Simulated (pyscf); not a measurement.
This saddle point was located with ωB97X-D3(BJ)/def2-SVP in PySCF.

```
F
C 1 1.6929
F 2 1.3369 1 103.71
H 2 1.0983 3 111.16 1 -106.25
Si 2 1.8923 4 121.82 3 141.73
H 5 1.4854 2 108.00 4 166.80
H 5 1.4867 6 111.74 2 117.70
H 5 1.4927 6 109.66 7 122.09
Si 1 2.0135 2 151.95 4 88.43
H 9 1.4891 1 98.64 2 61.95
H 9 1.4899 10 109.82 1 101.45
H 9 1.5015 10 109.09 11 119.05
```
Charge 0, spin multiplicity 2.

Surface: doublet, charge 0. Lowest wavenumbers (cm⁻¹): 1083i, 19, 40, 81, 145.

Q: Which two sides does it connect, and which bonds change?

A: F–SiH₃ (SMILES F[SiH3]) + F–CH•–SiH₃ (SMILES F[CH][SiH3]) ⇌ SiH₃• (SMILES [SiH3]) + F–CH(F)–SiH₃ (SMILES FC(F)[SiH3]), an atom transfer read from left to right: F–Si broken and C–F formed. At ωB97M-D3(BJ)/def2-TZVP it lies +2.69 eV from the left side and +0.96 eV from the right (each side as separated species at their lowest minima found). One saddle was located; it need not be the lowest between these sides. The angle at the transferred F is 152°.
